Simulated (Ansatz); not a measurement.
Input for Ansatz (development build ahead of 0.2.0):

```yaml
crystal:
  periodic: [false, false, false]
  atoms:
    - { symbol: C, position_ang: [-0.00932, -0.00335, 0.00142] }
    - { symbol: C, position_ang: [1.41122, -0.00434, -0.00845] }
    - { symbol: C, position_ang: [-0.70704, 1.22027, -0.0089] }
    - { symbol: C, position_ang: [-0.70696, -1.23314, -0.00558] }
    - { symbol: H, position_ang: [1.9844, -0.93026, -0.00151] }
    - { symbol: H, position_ang: [1.96967, 0.94352, 0.00036] }
    - { symbol: H, position_ang: [-1.80843, 1.24017, -0.00107] }
    - { symbol: H, position_ang: [-0.16899, 2.184, -0.00338] }
    - { symbol: H, position_ang: [-1.7913, -1.24801, -0.00445] }
    - { symbol: H, position_ang: [-0.18682, -2.17763, 0.00266] }
basis:
  gaussian: { orbitals: def2-TZVP }
magnetization:
  spin_polarized: true
  initial_magnetization: 2
hamiltonian:
  xc: hf
```

The input is written out in the form of the current development build from the run's settings.

The run gave:

```json
{
 "Converged": "yes",
 "Total energy": "-154.95514 hartree",
 "Spin squared of the determinant": "2.197"
}
```

Caution: the unrestricted determinant is spin contaminated.
